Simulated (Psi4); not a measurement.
**AlH2ClF− (SMILES [F][AlH2-][Cl]) at TPSS/def2-TZVPP**

What is the electrostatic solvation energy at fixed shape (ddPCM, dichloromethane) of AlH2ClF− at TPSS/def2-TZVPP? 

Program for the calculation: Psi4 1.11.

2 further runs of the same task are left out: 1 that didn't finish, 1 set aside as unsound or not needed.

### 1 Starting point

The species is AlH2ClF− (5 atoms), meant as a singlet with charge -1. SMILES: `[F][AlH2-][Cl]`. Geometry: a GFN2-xTB (4 decimals) relaxation, a rough one for these elements and not checked as a minimum.

Bond lengths: F1–Al2 1.694 Å, Al2–Cl3 2.112 Å, Al2–H4 1.585 Å, Al2–H5 1.585 Å. Angles: F1–Al2–Cl3 110.6°, F1–Al2–H4 109.2°, F1–Al2–H5 109.3°, Cl3–Al2–H4 107.1°, Cl3–Al2–H5 107.2°, H4–Al2–H5 113.5°.

### 2 The energy at TPSS/def2-TZVPP

File alclfh2.sdf:

```

     RDKit          3D

  5  4  0  0  0  0  0  0  0  0999 V2000
   -1.1933    0.1142    1.2287 F   0  0  0  0  0  0  0  0  0  0  0  0
   -0.0869    0.0623   -0.0524 Al  0  0  0  0  0  4  0  0  0  0  0  0
    1.6539   -0.9929    0.5113 Cl  0  0  0  0  0  0  0  0  0  0  0  0
   -0.7327   -0.7218   -1.2690 H   0  0  0  0  0  0  0  0  0  0  0  0
    0.3590    1.5383   -0.4186 H   0  0  0  0  0  0  0  0  0  0  0  0
  2  1  1  0
  3  2  1  0
  4  2  1  0
  5  2  1  0
M  CHG  1   2  -1
M  END
$$$$
```

File run_ase.py:

```python
import numpy as np
from ase.calculators.psi4 import Psi4
from ase.io import read

a = read('alclfh2.sdf')
calc = Psi4(atoms=a, method='tpss', basis='def2-TZVPP', memory='1600MB', num_threads=1, charge=-1, multiplicity=1, label='alclfh2', reference='rks')
calc.psi4.set_options({'scf_type': 'pk'})
a.calc = calc

print(f'energy: {a.get_potential_energy():.6f} eV')
```

The run is started by

```console
$ python run_ase.py
```

alclfh2.dat:

```text
[...]
  Running in c1 symmetry.
[...]
  Nuclear repulsion =  136.186495519893754
[...]
  Multiplicity = 1
[...]
  Nalpha       = 21
  Nbeta        = 21
[...]
    Number of basis functions: 143
[...]
   @RKS iter   1:  -803.79805226540009   -3.95185e-01   5.03830e-03 DIIS/ADIIS
[...]
   @RKS iter   9:  -803.99541707645028   -1.05457e-08   2.43533e-07 DIIS
[...]
    Orbital Energies [Eh]
    ---------------------
    Doubly Occupied:
       1A   -100.768144     2A    -55.391264     3A    -24.156345
       4A     -9.021508     5A     -6.795596     6A     -6.793224
       7A     -6.792916     8A     -3.758777     9A     -2.329300
      10A     -2.327354    11A     -2.325263    12A     -0.850466
      13A     -0.548550    14A     -0.209625    15A     -0.155310
      16A     -0.145831    17A     -0.144532    18A     -0.103713
      19A     -0.100140    20A     -0.088049    21A     -0.049035
[...]
  @RKS Final Energy:  -803.99541707645028
   => Energetics <=
    Nuclear Repulsion Energy =            136.1864955198937537
    One-Electron Energy =               -1394.7921212526543968
    Two-Electron Energy =                 513.1374143452952694
    DFT Exchange-Correlation Energy =     -58.5272056889848571
    Empirical Dispersion Energy =           0.0000000000000000
    VV10 Nonlocal Energy =                  0.0000000000000000
    Total Energy =                       -803.9954170764502805
[...]
 Multipole Moments:
 ------------------------------------------------------------------------------------
     Multipole            Electronic (a.u.)      Nuclear  (a.u.)        Total (a.u.)
 ------------------------------------------------------------------------------------
 L = 1.  Multiply by 2.5417464519 to convert [e a0] to [Debye]
 Dipole X            :          0.7545058           -0.3017226            0.4527832
 Dipole Y            :         -1.5895632            1.1788354           -0.4107277
 Dipole Z            :          3.2546142           -2.7420620            0.5125522
 Magnitude           :                                                    0.7977591
[...]
```

The script printed:

```text
energy: -21877.829656 eV
```

Wall time 14 s (1 thread of Intel Xeon 6975P-C (Granite Rapids), shared host); peak memory 1.1 GiB.

### 3 The energy at TPSS/def2-TZVPP (ddPCM dichloromethane)

File alclfh2.in:

```
memory 1600 mb

molecule {
  -1 1
  F     -1.193270     0.114160     1.228710
  Al    -0.086940     0.062310    -0.052380
  Cl     1.653880    -0.992940     0.511330
  H     -0.732650    -0.721820    -1.269020
  H      0.358980     1.538300    -0.418630
  symmetry c1
}

set {
  basis def2-TZVPP
  reference rks
  scf_type pk
  ddx true
  ddx_model pcm
  ddx_solvent dichloromethane
  ddx_radii_set uff
}

energy("tpss")
print_variables()
```

The run is started by

```console
$ psi4 -n 1 alclfh2.in alclfh2.out
```

alclfh2.out:

```text
[...]
  Running in c1 symmetry.
[...]
  Nuclear repulsion =  136.186831918029270
[...]
  Multiplicity = 1
[...]
  Nalpha       = 21
  Nbeta        = 21
[...]
    Number of basis functions: 143
[...]
   @RKS iter   1:  -803.87844191304532   -4.75534e-01   5.02215e-03 ADIIS/DIIS
[...]
   @RKS iter   8:  -804.07103003204111   -3.99153e-08   8.54504e-07 DIIS
[...]
    Orbital Energies [Eh]
    ---------------------
    Doubly Occupied:
       1A   -100.918763     2A    -55.545133     3A    -24.313802
       4A     -9.172120     5A     -6.946158     6A     -6.943846
       7A     -6.943571     8A     -3.912639     9A     -2.483078
      10A     -2.481235    11A     -2.479207    12A     -1.005595
      13A     -0.699375    14A     -0.363761    15A     -0.308057
      16A     -0.301004    17A     -0.300203    18A     -0.255672
      19A     -0.252531    20A     -0.240344    21A     -0.203581
[...]
  @RKS Final Energy:  -804.07103003204111
   => Energetics <=
    Nuclear Repulsion Energy =            136.1868319180292701
    One-Electron Energy =               -1394.8128334879731938
    Two-Electron Energy =                 513.1581596726825865
    DFT Exchange-Correlation Energy =     -58.5274088381786441
    Empirical Dispersion Energy =           0.0000000000000000
    VV10 Nonlocal Energy =                  0.0000000000000000
    DD Solvation Energy =                 -0.0757792966010425
    Total Energy =                       -804.0710300320411079
[...]
 Multipole Moments:
 ------------------------------------------------------------------------------------
     Multipole            Electronic (a.u.)      Nuclear  (a.u.)        Total (a.u.)
 ------------------------------------------------------------------------------------
 L = 1.  Multiply by 2.5417464519 to convert [e a0] to [Debye]
 Dipole X            :          0.8037892           -0.3016803            0.5021089
 Dipole Y            :         -1.6186646            1.1788608           -0.4398038
 Dipole Z            :          3.2691880           -2.7421453            0.5270426
 Magnitude           :                                                    0.8504791
[...]
```

Wall time 16 s (1 thread of Intel Xeon 6975P-C (Granite Rapids), shared host); peak memory 1.1 GiB.

### 4 Summary of results

At TPSS/def2-TZVPP:

```
                                                                     quantity          value
                                                      gas phase: total energy  -803.99542 Eh
                                                       gas phase: HOMO energy       -1.33 eV
                                                       gas phase: LUMO energy        5.29 eV
             gas phase: HOMO–LUMO gap (to an unbound level, set by the basis)        6.62 eV
                                         ddPCM, dichloromethane: total energy  -804.07103 Eh
                                          ddPCM, dichloromethane: HOMO energy       -5.54 eV
                                          ddPCM, dichloromethane: LUMO energy        1.17 eV
ddPCM, dichloromethane: HOMO–LUMO gap (to an unbound level, set by the basis)        6.71 eV
                           ddPCM, dichloromethane: solvent term in the energy  -199.0 kJ/mol
                             energy change from gas to solvent at fixed shape      -2.058 eV
```

In words: The solvent model (ddPCM, dichloromethane) lowers the energy by 2.06 eV (−47 kcal/mol) at the same shape. It holds the electrostatic part alone, without cavity or dispersion terms.
